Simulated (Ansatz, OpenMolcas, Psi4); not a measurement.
**Strength of the O–H bond: CH4O → CH3O + H**

Species: CH4O (methanol) `CO`, singlet; CH3O `C[O]`, doublet; H atom, doublet. 

Shapes, held fixed at every level: PBE0-D4/def2-TZVP. Programs: Ansatz 0.2.0, OpenMolcas 26.06, Psi4 1.11. A level may come from different programs for different species; with the same settings they agree closely. The zero-point and thermal change to 298 K, harmonic and unscaled (PBE0-D4/def2-TZVP), is -34.1 kJ/mol.

| level | kind | ΔH(298 K) (kJ/mol) | less CCSD(T)/CBS estimate |
| --- | --- | --- | --- |
| HF/def2-TZVPP | Hartree–Fock | +292.8 | -150.8 |
| SPW92/def2-TZVPP | LDA | +471.1 | +27.5 |
| BLYP/def2-TZVP | GGA | +403.4 | -40.2 |
| B3LYP/6-31G* (spherical functions) | global hybrid | +395.6 | -48.0 |
| MP2/def2-TZVPP | perturbation theory | +449.9 | +6.3 |
| CCSD(T)/def2-SVP | coupled cluster or CI | +408.7 | -34.9 |
| CCSD/def2-TZVPP | coupled cluster or CI | +425.1 | -18.5 |
| CCSD(T)/CBS estimate | coupled cluster or CI | +443.6 | 0.0 |

The highest level, CCSD(T)/CBS estimate, gives ΔH(298 K) = +443.6 kJ/mol; the levels span +292.8 to +471.1. The column of differences is taken from that level and isn't an error. Hartree–Fock misses the correlation of the pair that is broken and comes out low. No measured value is set beside it here. Open shells run unrestricted unless RO is named. The CBS estimate extrapolates MP2 from def2-TZVPP and def2-QZVPP and adds CCSD(T) − MP2 in the triple-zeta set, cores frozen.
